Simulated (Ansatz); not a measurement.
The end point of a relaxation of Nb. Space group Im-3m (No. 229), bcc (W type). Level of theory: PBEsol (plane waves to 420 eV, PAW, scalar-relativistic; Ansatz, a quantum-chemistry and plane-wave program).

```cif
data_Nb
_chemical_formula_sum 'Nb1'
_space_group_name_H-M_alt 'P 1'
_space_group_IT_number 1
_cell_length_a 2.83299
_cell_length_b 2.83299
_cell_length_c 2.83299
_cell_angle_alpha 109.471
_cell_angle_beta 109.471
_cell_angle_gamma 109.471
loop_
_space_group_symop_operation_xyz
  'x, y, z'
loop_
_atom_site_label
_atom_site_type_symbol
_atom_site_fract_x
_atom_site_fract_y
_atom_site_fract_z
_atom_site_occupancy
Nb1 Nb 0.00000 0.00000 0.00000 1
```

```json
{
 "volume_per_atom": "17.50 Å³",
 "band_gap": "zero (metallic)",
 "shortest_distances": "Nb–Nb 2.83 Å",
 "k-mesh": "20×20×20"
}
```

Band energies at high-symmetry points (eV from the Fermi level; labels of this space group; no spin-orbit coupling), from −5 eV up to 3.1 eV:

```json
[
 {"point": "Γ", "energies": "0.35 0.35 0.35"},
 {"point": "H", "energies": "-3.92 -3.92"},
 {"point": "N", "energies": "-3.86 -1.76 2.43"},
 {"point": "P", "energies": "-1.11 -1.11 -1.11"}
]
```

No spin polarisation in the result.

Measured for Nb: a 3.294 Å (static lattice; corrected from measurement; as listed in Daniel Mejia-Rodriguez, S. B. Trickey, Phys. Rev. B (2018)). Computed minus measured — a: PBEsol -0.7 %. The computed values are for a static lattice.

The run could not lose the symmetry of its start; a randomly shaken copy of 2 atoms returns to this structure.
